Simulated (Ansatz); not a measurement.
Reaction (isomerisation): `CC1SS1` → `C=C(S)S`

Computed with Ansatz on PBE0-D4/def2-TZVP structures; ΔE is electronic, products minus reactants. CCSD(T)/CBS adds triple-zeta CCSD(T) − MP2 to the extrapolated MP2 energy (def2 sets, frozen cores). DFT in def2-TZVPP. One conformer a species, not always the lowest.

Problem. Is it downhill or uphill in electronic energy at CCSD(T)/CBS, and by how much? (Best estimate.)

Solution. Computed: Uphill: ΔE = +8.9 kcal/mol.

Problem. What do these levels give: r2SCAN-D4, PBE0-D4, BLYP, r2SCANh, BHLYP, HF/def2-SVP? (An estimate is asked.)

Solution. Ansatz gave: r2SCAN-D4 8.2, PBE0-D4 10.3, BLYP 4.8, r2SCANh 8.9, BHLYP 6.7, HF/def2-SVP 2.5 kcal/mol.

Largest T1 diagnostic among the species: 0.012.

From PBE to PBE0 (25 % exact exchange), in def2-TZVPP and without D4, ΔE moves by +1.2 kcal/mol. At CCSD(T), def2-SVP lies −5.2 kcal/mol from the extrapolated value and def2-TZVPP −1.0 kcal/mol.
